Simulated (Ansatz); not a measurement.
**Property card for TiCrP**

Method: DFT r2SCAN, scalar-relativistic, plane waves, PAW (Ansatz).

Plane waves to 500 eV, a k mesh through Γ of 6×6×12 on the computed 9-atom cell and Gaussian smearing (0.10 eV); collinear spin from starting moments -0.18 -0.18 -0.18 0.49 0.49 0.49 0 0 0 μB.

The structure is relaxed at this level of theory with its symmetry kept. Whether it is the stable form of this composition wasn't checked.

```cif
data_structure
_symmetry_space_group_name_H-M 'P-62m'
_symmetry_Int_Tables_number 189
_cell_length_a 6.3785
_cell_length_b 6.3785
_cell_length_c 3.2349
_cell_angle_alpha 90.000
_cell_angle_beta 90.000
_cell_angle_gamma 120.000
_cell_volume 113.98
loop_
_atom_site_label
_atom_site_type_symbol
_atom_site_symmetry_multiplicity
_atom_site_Wyckoff_symbol
_atom_site_fract_x
_atom_site_fract_y
_atom_site_fract_z
_atom_site_occupancy
Ti1 Ti 3 g 0.59518 0.00000 0.50000 1
Cr1 Cr 3 f 0.25342 0.00000 0.00000 1
P1 P 2 c 0.33333 0.66667 0.00000 1
P2 P 1 b 0.00000 0.00000 0.50000 1
```

- Space group: P-62m (No. 189)
- Volume per atom: 12.66 Å³
- Formation energy from the elements' standard states (uncorrected): -0.944 eV/atom
- Generalised Kohn–Sham band gap: none (metal)
- Density of states at the Fermi level: 2.29 states/eV per cell
- Löwdin character within 0.5 eV of the Fermi level: Cr 3d 66 %, Ti 3d 25 %
- Bader charges (e): Ti (3 in the cell) 1.37, Cr (3 in the cell) 0.32, P (2 in the cell) -1.70, P (1 in the cell) -1.67
- Total moment: 0.82 μB per cell
- Site moments (μB; atoms counted from 1 over the whole cell): Ti (atom 1) -0.16, Ti (atom 2) -0.16, Ti (atom 3) -0.16, Cr (atom 4) 0.45, Cr (atom 5) 0.45, Cr (atom 6) 0.45

The state reached may not be the lowest one.

Only this magnetic start was tried.

Cost: 1 run of about 12 core-minutes, on Arm Neoverse V2 (shared hosts).